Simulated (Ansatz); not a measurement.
FH3OSi (`O[SiH2]F`), relaxed with RKS PBE0-D4/def2-TZVP in the Gaussian-basis code of Ansatz from a PBE-D4/def2-SVP geometry. The force threshold is 0.005 eV/Å; the program also tests the step.

Total charge 0; spin multiplicity 1.

Start:

```xyz
6

O     0.006    1.283    0.246
Si    0.168   -0.360    0.032
F     0.168   -0.743   -1.560
H    -0.864    1.663    0.034
H     1.497   -0.719    0.609
H    -0.974   -1.123    0.638
```

```csv
step,energy (eV),largest force (eV/Å),largest move (Å)
1,-12687.6305,1.052,0.000
2,-12687.6729,0.632,0.022
3,-12687.6893,0.070,0.021
4,-12687.6898,0.067,0.005
5,-12687.6906,0.033,0.017
6,-12687.6907,0.015,0.005
7,-12687.6907,0.001,0.001
```

End:

```xyz
6

O    -0.004    1.252    0.231
Si    0.166   -0.356    0.027
F     0.174   -0.737   -1.523
H    -0.852    1.658    0.046
H     1.480   -0.710    0.594
H    -0.963   -1.106    0.625
```

It took 12 s on 2 threads of a server CPU on a shared host, with 0.18 GiB of host memory at the peak.
